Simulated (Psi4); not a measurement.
Reaction (SMILES): FC(F)(F)F + 4 [H][H] (H2) → C (CH4) + 4 F (HF)
B3LYP-D3(BJ)/def2-TZVP geometries, fixed; electronic energies without zero-point terms.

Effect of the integral screening threshold at wB97X-V/aug-cc-pVTZ with Psi4, against the last row, where the energy of full hydrogenation is -63.15 kcal/mol.

```tsv
setting	largest shift of a total energy (mEh)	shift of the energy of full hydrogenation (kcal/mol)
ints_tolerance: 1e-6	0.007	-0.004
ints_tolerance: 1e-8	0.000	0.000
ints_tolerance: 1e-10	0.000	0.000
ints_tolerance: 1e-14	0.000	0.000
```

Within 0.02 kcal/mol in the energy of full hydrogenation: ints_tolerance: 1e-6; ints_tolerance: 1e-8; ints_tolerance: 1e-10. The largest shift is 0.007 mEh in a total energy and 0.004 kcal/mol in the difference.
